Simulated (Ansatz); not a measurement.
# Al2H4O: the cost of one run

All numbers below are computed with Ansatz 0.2.0 (RKS PBE0-D4/def2-SVP).

## Step 1: The starting structure

Bond lengths: O1–Al2 1.846 Å, Al2–Al3 2.458 Å, O1–H4 0.963 Å, Al2–H5 1.601 Å, Al3–H6 1.600 Å, Al3–H7 1.629 Å. Angles: O1–Al2–Al3 118.3°, O1–Al2–H5 121.4°, Al3–Al2–H5 120.3°, Al2–O1–H4 100.1°, Al2–Al3–H6 121.2°, Al2–Al3–H7 121.6°, H6–Al3–H7 117.2°.

As a file:

```xyz
7

O    -1.2726   -1.4523   -1.1425
Al   -0.4863    0.1848   -0.8112
Al    1.1775    0.3340    0.9918
H    -2.0472   -1.3857   -0.5748
H    -0.8432    1.4756   -1.6890
H     1.5675   -0.9477    1.8665
H     1.9654    1.7232    1.3133
```

## Step 2: Relaxing end A

Contents of input.yaml:

```yaml
crystal:
  periodic: [false, false, false]
  atoms:
    - { symbol: O, position_ang: [-1.2726, -1.4523, -1.1425] }
    - { symbol: Al, position_ang: [-0.4863, 0.1848, -0.8112] }
    - { symbol: Al, position_ang: [1.1775, 0.334, 0.9918] }
    - { symbol: H, position_ang: [-2.0472, -1.3857, -0.5748] }
    - { symbol: H, position_ang: [-0.8432, 1.4756, -1.689] }
    - { symbol: H, position_ang: [1.5675, -0.9477, 1.8665] }
    - { symbol: H, position_ang: [1.9654, 1.7232, 1.3133] }
basis:
  gaussian: { orbitals: def2-SVP }
hamiltonian:
  xc: pbe0
  dispersion: d4
relax:
  f_tol: 0.02
  max_steps: 50
```

Command:

```console
> ansatz run input.yaml --threads 1 --pin off --max-ram 2048MiB --backend cpu --events-out ev --progress --plain --runs-dir out
```

What time and memory should one allow on 1 thread of Arm Neoverse N1, shared host?

About 71 s, with a peak of 0.12 GiB.
